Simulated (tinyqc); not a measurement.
Orbital energy against energy difference: ionisation energy by orbital energies and by energy differences in the cc-pvdz basis, for H2O, spin multiplicity 1. Computed by the program tinyqc with PySCF. The cation is unrestricted; errors are against CCSD(T) in this basis, not against experiment.

Geometry (angstrom):
```
atom       x        y       z
O     0.0000   0.0000  0.0000
H     0.0000   0.7730  0.4850
H     0.0000  -0.7850  0.4920
```

CCSD(T) difference in the same basis = 12.0337 eV

IP-EOM-CCSD = 11.8745 eV

First vertical ionisation energy (eV):
```
method     -e(HOMO)  E(cation) - E  error of -e(HOMO)  error of the difference
HF          13.3915      10.823391             1.3579                  -1.2103
LDA          6.2239      12.735517            -5.8097                   0.7019
B3LYP        7.8319      12.407121            -4.2017                   0.3735
PBE0         8.2064      12.291599            -3.8272                   0.2579
CAM-B3LYP    9.7301      12.403532            -2.3036                   0.3699
LC-wPBE     11.2148      12.460379            -0.8189                   0.4267
```

Estimate the missing row, method = PBE.

Computed row:
```
method  -e(HOMO)  E(cation) - E  error of -e(HOMO)  error of the difference
PBE       6.1222      12.375659            -5.9115                   0.3420
```

Koopmans errs by +1.36 eV and Delta-HF by -1.21 eV: relaxation, 2.57 eV, lowers the value and the missing correlation difference works against it. The PBE level is off by -5.9 eV through the wrong tail of its potential, though its energy difference is off by +0.34 eV; exact exchange deepens the level, and among the orbital energies LC-wPBE comes closest; among the differences PBE0 does.
